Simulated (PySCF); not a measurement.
Ligands exchanged one at a time, Si Cl-H. All species are isolated molecules in the gas phase. Strings in code marks are SMILES.

All values below come from TPSSh-D3(BJ)/def2-TZVP // CAM-B3LYP-D3(BJ)/def2-TZVP in PySCF. All candidates: neutral, multiplicity 1. 

```
Item              Value
-------------  --------
LUMO            0.80 eV
HOMO           -9.30 eV
HOMO–LUMO gap  10.11 eV
```

Problem. Say which member has these values.
(A) `Cl[SiH2]Cl`
(B) `[SiH3]Cl`
(C) `Cl[SiH](Cl)Cl`
(D) `[SiH4]`

Solution. D, `[SiH4]`. The others give `Cl[SiH2]Cl`: -0.30 eV, -8.45 eV, 8.15 eV; `Cl[SiH](Cl)Cl`: -0.46 eV, -8.65 eV, 8.19 eV; `[SiH3]Cl`: -0.38 eV, -8.35 eV, 7.97 eV
